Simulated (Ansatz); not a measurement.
**C₆H₈: how energies converge with the basis set**

How large a basis does C₆H₈ need? Two functionals are run in growing sets.

The runs use Ansatz 0.2.0, Gaussian basis; one geometry, several basis sets.

The runs, in order: PBE0-D4/def2-SVP; ωB97M-V/def2-SVP; PBE0-D4/def2-QZVPP; ωB97M-V/def2-QZVPP; the functionals' def2-TZVPP values are taken from earlier runs.

### 1 The geometry

All runs share one geometry, relaxed beforehand with PBE0-D4 in a triple-zeta def2 set.

SMILES `C1=C[C@H]2C[C@H]2C1`, 14 atoms, charge 0, spin multiplicity 1.

Atoms are counted from 1 here; the program's logs count them from 0.

Bond lengths: C1–C2 1.331 Å, C1–C6 1.504 Å, C1–H7 1.084 Å, C2–C3 1.483 Å, C2–H8 1.084 Å, C3–C4 1.506 Å, C3–C5 1.513 Å, C3–H9 1.083 Å, C4–C5 1.495 Å, C4–H10 1.084 Å, C4–H11 1.084 Å, C5–C6 1.517 Å, C5–H12 1.082 Å, C6–H13 1.096 Å, C6–H14 1.096 Å. Angles: C2–C1–C6 112.0°, C2–C1–H7 125.1°, C6–C1–H7 122.9°, C1–C2–C3 111.7°, C1–C2–H8 125.2°, C3–C2–H8 123.1°, C2–C3–C4 114.5°, C2–C3–C5 104.9°, C2–C3–H9 120.8°, C4–C3–C5 59.4°, C4–C3–H9 119.2°, C5–C3–H9 122.5°, C3–C4–C5 60.5°, C3–C4–H10 117.2°, C3–C4–H11 117.6°, C5–C4–H10 118.8°, C5–C4–H11 116.9°, H10–C4–H11 115.1° and more.

Coordinates:

```xyz
14
C6H8
C     0.1205    1.1470    0.9869
C    -0.5556    1.3197   -0.1467
C    -0.7768    0.0355   -0.8542
C     0.4837   -0.6590   -1.2972
C    -0.1236   -1.0097    0.0233
C     0.3997   -0.3056    1.2615
H     0.4571    1.9442    1.6390
H    -0.8767    2.2760   -0.5426
H    -1.6985   -0.1494   -1.3925
H     1.3944   -0.0704   -1.3130
H     0.3997   -1.3972   -2.0861
H    -0.5672   -1.9917    0.1266
H     1.4656   -0.4963    1.4302
H    -0.1223   -0.6431    2.1648
```

### 2 PBE0-D4 in def2-SVP

File in.yaml:

```yaml
crystal:
  periodic: [false, false, false]
  atoms:
    - {symbol: C, position_ang: [0.120538, 1.147005, 0.986853]}
    - {symbol: C, position_ang: [-0.555565, 1.319707, -0.146710]}
    - {symbol: C, position_ang: [-0.776787, 0.035500, -0.854158]}
    - {symbol: C, position_ang: [0.483700, -0.658998, -1.297237]}
    - {symbol: C, position_ang: [-0.123628, -1.009718, 0.023317]}
    - {symbol: C, position_ang: [0.399650, -0.305601, 1.261520]}
    - {symbol: H, position_ang: [0.457064, 1.944199, 1.639026]}
    - {symbol: H, position_ang: [-0.876715, 2.275987, -0.542559]}
    - {symbol: H, position_ang: [-1.698527, -0.149448, -1.392532]}
    - {symbol: H, position_ang: [1.394386, -0.070361, -1.313028]}
    - {symbol: H, position_ang: [0.399729, -1.397209, -2.086096]}
    - {symbol: H, position_ang: [-0.567222, -1.991666, 0.126583]}
    - {symbol: H, position_ang: [1.465636, -0.496327, 1.430211]}
    - {symbol: H, position_ang: [-0.122251, -0.643060, 2.164792]}
basis:
  gaussian: {orbitals: def2-SVP}
hamiltonian: {xc: pbe0, dispersion: d4}
output: {orbitals: {seedname: orbitals}}
```

Launch:

```sh
> ansatz run in.yaml --threads 4 --pin off --events-out ev --progress --plain --max-ram 10444MiB
```

After this run come: ωB97M-V in def2-SVP; PBE0-D4 in def2-QZVPP; ωB97M-V in def2-QZVPP.

Before running them: what should the planned runs give, taken together? Wanted: PBE0-D4: double and triple zeta above quadruple; ωB97M-V: double and triple zeta above quadruple.

The runs gave:

| quantity | value |
| --- | --- |
| PBE0-D4: double and triple zeta above quadruple | 7.05, 0.34 eV |
| ωB97M-V: double and triple zeta above quadruple | 7.39, 0.32 eV |

What this shows: PBE0-D4 gains 6.71 eV from double to triple zeta, then 0.34 eV more. Total energies overstate the basis error of differences, where much of it tends to cancel. The LUMO of ωB97M-V is positive and keeps falling with the basis (2.81 to 2.05 eV): an unbound level that the basis holds in place.
